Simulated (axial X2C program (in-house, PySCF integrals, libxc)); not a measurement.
## SiF⁻ along the bond: PBE0, two-component

All values were computed with an in-house relativistic program for diatomic molecules. Two-component (2c) means X2C with spin–orbit coupling and atomic mean-field two-electron Coulomb and Gaunt terms. Basis: Si dyall-av3z [9s8p3d2f], F dyall-av3z [7s6p3d2f] (cores contracted in-house); Gaussian nuclei, density fitting, unrestricted open shells. Masses: Si 27.977 u, F 18.998 u.

State: Ω = 1 (⟨Sz⟩ = 1.00, ⟨Lz⟩ = 0.00 at PBE0). Dipoles are positive if F is the positive end and refer to the centre of mass.

| R (Å) | μ (D) | HOMO (eV) | LUMO (eV) |
| --- | --- | --- | --- |
| 1.482 | 3.641 | 0.96 | 3.06 |
| 1.550 | 3.311 | 0.91 | 3.09 |
| 1.601 | 3.047 | 0.86 | 3.10 |
| 1.652 | 2.772 | 0.82 | 3.11 |
| 1.703 | 2.487 | 0.76 | 3.12 |
| 1.763 | 2.148 | 0.70 | 3.12 |
| 1.822 | 1.802 | 0.63 | 3.11 |
| 1.899 | 1.355 | 0.53 | 3.08 |
| 1.992 | 0.807 | 0.41 | 3.04 |
| 2.129 | 0.021 | 0.22 | 2.95 |

The minimum lies at 1.697 Å. What is the dipole moment there?

At PBE0, 2c, with the sign and origin stated: μ = 2.52 D.

The state is a single determinant with fixed occupations, the lowest that a limited PBE0 search found. Density functionals use the spin component along the axis (collinear). PBE0 can misorder states that lie within some tenths of an eV, so this need not be the ground state of the molecule. The nearest other 2c determinant of the search, Ω = 0, lies 0.67 eV up at the distance of the search. With several unpaired electrons one determinant need not be a pure state. Open-shell Ω = 0 determinants with evenly filled partner blocks cannot be reached by this program, so the Ω shown need not be the lowest component. This is the Ω = 1 component of a π² triplet; the 0⁺ component is not one determinant and can lie lowest. The highest occupied level of some functionals is positive through self-interaction error; at Hartree–Fock it is bound. The LUMO of an anion is an unbound level whose energy the basis sets.
